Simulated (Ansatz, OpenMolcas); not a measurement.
## SiH2S (SMILES [SiH]S): methods side by side

SiH2S has 4 atoms, charge 0, and is taken as a singlet. As SMILES, `[SiH]S`. The shape is that of a PBE0-D4/def2-TZVP optimisation.

```tsv
atom	x (Å)	y (Å)	z (Å)
Si	-0.2628	-1.0744	0.1611
S	0.1905	0.9588	-0.2066
H	1.0175	-1.1908	0.9814
H	-0.8897	1.2460	-0.9562
```

Each level gives the energy change with the Si1–H3 bond stretched from 1.525 to 1.906 Å (eV). The values are calculated.

```
                       level                   kind     program  value (eV)  less FCI/STO-3G  CPU time (all runs)
      HF/STO-3G (restricted)           Hartree–Fock  OpenMolcas        1.58            +0.48                3.1 s
   SVWN5/STO-3G (restricted)                    LDA      Ansatz        1.06            -0.04                  1 s
  revPBE/STO-3G (restricted)                    GGA      Ansatz        0.98            -0.12                1.6 s
  r2SCAN/STO-3G (restricted)               meta-GGA  OpenMolcas        1.10             0.00                  9 s
   B3LYP/STO-3G (restricted)          global hybrid  OpenMolcas        1.12            +0.02                7.5 s
 r2SCAN0/STO-3G (restricted)        hybrid meta-GGA      Ansatz        1.24            +0.14                3.7 s
  B2PLYP/STO-3G (restricted)          double hybrid      Ansatz        1.21            +0.11                2.2 s
 RPA@PBE/STO-3G (restricted)                    RPA      Ansatz        1.05            -0.05                2.2 s
CCSDT(Q)/STO-3G (restricted)  coupled cluster or CI      Ansatz        1.10             0.00               0.53 s
                  FCI/STO-3G     exact in the basis  OpenMolcas        1.10             0.00                8.7 s
```

FCI/STO-3G is exact within its basis and frozen core, so for wave-function methods in that basis the difference is their error; functionals converge differently with the basis, so for them it is only a difference. The first shape isn't each level's own minimum. The values span 0.98 to 1.58 eV. All rows use very small basis sets, so even the best lies far from the true value. CPU times are rough (shared hosts, several kinds of processor): they show what a rung costs within a factor of a few.
